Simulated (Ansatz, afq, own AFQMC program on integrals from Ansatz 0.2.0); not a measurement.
Two steps: Ansatz 0.2.0 writes the Fock matrix and Cholesky factors of the valence space, and afq projects on them the lowest state that overlaps trial and start.

```yaml
crystal:
  periodic: [false, false, false]
  atoms:
    - {symbol: W, position_ang: [0.000000, 0.000000, 0.000000]}
    - {symbol: O, position_ang: [0.000000, 0.000000, 1.703200]}
basis:
  gaussian: {orbitals: def2-SVP}
magnetization: {spin_polarized: false, initial_magnetization: 4}
correlation: {method: ccsd_t, electrons: outside_noble_gas, hamiltonian_folder: ham}
```

```sh
$ ansatz run in.yaml --threads 1 --pin off --events-out ev --progress --plain --max-ram 1843MiB
```

afq runs on the folder ham with

```
--method free --trial cisd --walkers 60 --time-step 0.03 --max-blocks 80 --target-error 0.00042 --factor-cut 1e-05 --seed 1679 --times 0,0.21,0.42,0.81,1.2,1.8,2.4,3 --taylor-order 8
```

Times are imaginary, in 1/Eh. The walk had a cap of 1810 s. Core potentials past Kr, no spin–orbit coupling.

afq prints:

```
orbitals 41  electrons 8 4  factors 331 of 443
reference energy -141.12406125 Eh
CCSD correlation -0.30468381 Eh in 15 cycles, weight of the determinant in the CISD state 0.8523
repeat  energy at the last time / Eh  error
    10  -141.446542  0.005489
    20  -141.447821  0.003980
    30  -141.447866  0.003236
    40  -141.447192  0.002560
    50  -141.447682  0.002558
    60  -141.448785  0.002307
    70  -141.448792  0.002082
    80  -141.448086  0.001883
time / (1/Eh)  energy / Eh  error  mean overlap
  0.00  -141.428690  0.000527  1.1733
  0.21  -141.436002  0.000574  1.1779
  0.42  -141.439650  0.000561  1.1763
  0.81  -141.442623  0.000546  1.1838
  1.20  -141.443159  0.000743  1.2014
  1.80  -141.444787  0.001027  1.2243
  2.40  -141.445639  0.001391  1.2155
  3.00  -141.448086  0.001883  1.2070
energy -141.448086 +/- 0.001883 Eh
```

The run failed at least one of its tests; the cautions name the faults.

Against this walk (error 51.2 meV) on the same determinant: CCSD(T) 89.2 meV higher (within the noise), CCSDT(Q) 84.9 meV higher (within the noise). The error is statistical, and a free projection of finite length keeps a remainder of its start. The last points still move (meV from the last: 149 ± 15 at 0.81, 134 ± 20 at 1.20, 90 ± 28 at 1.80, 67 ± 38 at 2.40, 0 ± 51 at 3.00), but the last one has reached CCSDT(Q) within the noise or passed it, so little can be left to fall.

Cautions: remainder of the start not in the error; error above the target (51.2 against 11.4 meV); no spin-orbit coupling; outer-core shells of the metal frozen; lower spins were not checked; a spin-contaminated unrestricted determinant lies lower (UHF 344 meV lower, ⟨S²⟩ 6.27); raised T1 diagnostic (T1 0.046, weight of the determinant 0.85, largest double 0.08); CCSDT(Q) on the UHF determinant differs (133 meV lower), by its state or its frozen core.

The walk took 5.6 min on 1 thread of Arm Neoverse V2, on a shared host. The log's last line is the free-projection energy.

CCSDT and higher add their correlation energy to the determinant of the CCSD(T) run, since their own runs factorise the integrals more tightly (a shift of under 2 meV). A walk keeps the symmetry of its determinant, which the program's search chose and which needn't be the lowest solution, so a lower state of the same spin and another symmetry isn't excluded.
